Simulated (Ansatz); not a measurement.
We consider diamond-structure Ge, described by LDA in Ansatz (PAW).

Settings: plane-wave cutoff 520 eV, 20×20×20 k mesh, Fermi–Dirac smearing 0.05 eV, perturbation theory, scalar-relativistic PAW data made under PBE.

The cell has the measured lattice: a = 5.658 Å, b = 5.658 Å, c = 5.658 Å, α = 90.00°, β = 90.00°, γ = 90.00°.

### Question
Give the computed zone-centre TO phonon frequency.

### Answer

- zone-centre TO phonon frequency = 284 cm⁻¹

Measured, for comparison: zone-centre TO phonon frequency 304 cm⁻¹ (low temperature, zero-point motion not removed; as tabulated in Tanner et al. (2021), arXiv:2110.11888). Computed (rounded) less measured: zone-centre TO phonon frequency -7 %.

Note: the solid has no gap at this level, which affects its response; the cell isn't this level's own, so it is under some stress, which shifts stiffness and frequencies.

The result took roughly 11 core-minutes.

Ansatz is a program for electronic structure.
